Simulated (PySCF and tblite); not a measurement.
Results of a calculation; reference values are marked as such.
C₄H₇NO, numbered as in [CH3:1][O:2][CH2:3][CH2:4][C:5]#[N:6].

Search: ETKDG and KDG, MMFF94s, GFN2-xTB, 90 starts; geometries at PBE0-D3(BJ)/def2-SVP. Weights use PBE0-D3(BJ)/def2-TZVP energies plus GFN2-xTB zero-point and thermal terms (modes under about 100 cm⁻¹ blended into free rotors). Symmetry numbers and mirror images are counted. Conformers within 4 kcal/mol (GFN2-xTB free energy) were kept, 7 at most. Run with PySCF (density fitting) and tblite.

Rotational constants are equilibrium values for the commonest isotopes; dipoles come from the energy level named.

Torsions listed: C1–O2–C3–C4, O2–C3–C4–C5. Of a mirror pair one member is shown.

| conformer | shape | symmetry |
| --- | --- | --- |
| 1 | 179°, 180° | Cs |
| 2 | -174°, 64° | C1 (pair) |
| 3 | 80°, 178° | C1 (pair) |
| 4 | 80°, -76° | C1 (pair) |
| 5 | 68°, 54° | C1 (pair) |

(1) Give the rotational constants and dipole components, as needed to look for these species in a jet-cooled rotational spectrum.

(2) Which type of transition is strongest for conformer 1?

## Answers

(1) 
```
conformer  A (MHz)  B (MHz)  C (MHz)  abs μa (D)  abs μb (D)  abs μc (D)      κ  Ic−Ia−Ib (u Å²)
        1    18551     1422     1354        3.91        0.47        0.01  -0.99             -9.6
        2     8129     1961     1687        3.36        3.28        0.49  -0.92            -20.3
        3    14097     1530     1488        3.63        1.19        0.30  -0.99            -26.6
        4     5972     2559     1925        1.92        2.35        0.18  -0.69            -19.6
        5     6716     2235     1971        3.07        2.94        2.06  -0.89            -45.0
```

(2) a-type, since that component is clearly the largest; the top is near-prolate.
